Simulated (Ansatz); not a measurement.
Two isomers of C3H6N2: A = `N=C1CC1N`, B = `C=NC(C)=N`.

Program: Ansatz. Geometries: PBE0-D4/def2-TZVP. ΔE: electronic, gas phase. CCSD(T)/CBS adds triple-zeta CCSD(T) − MP2 to the extrapolated MP2 energy (def2 sets, frozen cores). Functionals use def2-TZVPP. B3LYP here is the variant with VWN-RPA as its local correlation; programs differ in this. One conformer a species, not always the lowest.

Problem. Which is lower in electronic energy at CCSD(T)/CBS, and by how much? (An estimate is asked.)

Solution. Ansatz gave: B, by 26.8 kcal/mol.

Problem. Give E(B) − E(A) in kcal/mol with MP2/def2-TZVPP, B3LYP, PBE-D4, HF/def2-TZVPP, B3LYP-D4, r2SCAN-D4, CCSD(T)/def2-TZVPP. (An estimate is asked.)

Solution. Computed: MP2/def2-TZVPP -25.8, B3LYP -27.8, PBE-D4 -23.8, HF/def2-TZVPP -30.9, B3LYP-D4 -28.1, r2SCAN-D4 -25.3, CCSD(T)/def2-TZVPP -27.5. None reverses the order clearly.

Largest T1 diagnostic: 0.013.

In def2-TZVPP, CCSD(T) changes the Hartree–Fock value by +3.4 kcal/mol (the triples alone add −0.5 kcal/mol) and MP2 by +5.1 kcal/mol. From PBE to PBE0 (25 % exact exchange), in def2-TZVPP and without D4, E(B) − E(A) moves by +1.2 kcal/mol.
